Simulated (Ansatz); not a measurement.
# hcp against bcc along the alkali metals

The calculation used Ansatz 0.2.0, DFT, PBEsol, plane waves (420 eV) with PAW, scalar-relativistic. The PAW files were generated under PBE, with cores re-solved for the functional.

Each structure is relaxed within its symmetry, in the lowest magnetic state of the tried starts. Differences under about 8 meV lie within the error of the k-point mesh.

| element | E(hcp) − E(bcc) (meV/atom) | V(hcp) (Å³/atom) | V(bcc) (Å³/atom) | state of hcp | state of bcc |
| --- | --- | --- | --- | --- | --- |
| Li | -2 | 20.18 | 20.17 | spin not included | spin not included |
| Na | -1 | 36.40 | 36.24 | spin not included | spin not included |
| K | 0 | 71.32 | 71.32 | spin not included | spin not included |
| Rb | -1 | 87.10 | 87.10 | spin not included | spin not included |
| Cs | -1 | 110.45 | 110.45 | spin not included | spin not included |
